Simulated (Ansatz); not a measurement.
# F2HP: the cost of one run

Method: def2-QZVPP, core rule «outside noble gas», up to 7 orbitals frozen; program: Ansatz 0.2.0, Gaussian basis.

The runs, in order: UHF; ROHF; CCSD(T) on UHF.

2 further runs of the same task are left out: 2 set aside as unsound or not needed.

## 1. The geometry

The geometry is a PBE0/def2-TZVP stationary point (not a proven minimum) of the parent state, kept for this charge and spin.

4 atoms, charge 0, spin multiplicity 5.

Atoms are counted from 1 here; the program's logs count them from 0.

Bond lengths: F1–P2 1.632 Å, P2–F3 1.632 Å, P2–H4 1.402 Å. Angles: F1–P2–F3 164.9°, F1–P2–H4 97.6°, F3–P2–H4 97.6°.

Geometry (Å):

```
F     0.0000   -0.1184    1.6178
P     0.0000    0.0965    0.0000
F     0.0000   -0.1184   -1.6178
H     0.0000    1.4986    0.0000
```

## 2. UHF

File in.yaml:

```yaml
crystal:
  periodic: [false, false, false]
  atoms:
    - {symbol: F, position_ang: [0.000000, -0.118388, 1.617771]}
    - {symbol: P, position_ang: [0.000000, 0.096465, 0.000000]}
    - {symbol: F, position_ang: [0.000000, -0.118388, -1.617771]}
    - {symbol: H, position_ang: [0.000000, 1.498583, 0.000000]}
basis:
  gaussian: {orbitals: "def2-QZVPP.json"}
magnetization: {spin_polarized: true, initial_magnetization: 4}
hamiltonian: {xc: hf}
output: {orbitals: {seedname: orbitals}}
```

On the command line:

```console
$ ansatz run in.yaml --threads 1 --pin off --events-out ev --progress --plain --max-ram 2393MiB
```

Q: Estimate wall time and peak memory on 1 thread of Arm Neoverse V2, shared host.

About 5.5 s, with a peak of 0.43 GiB.
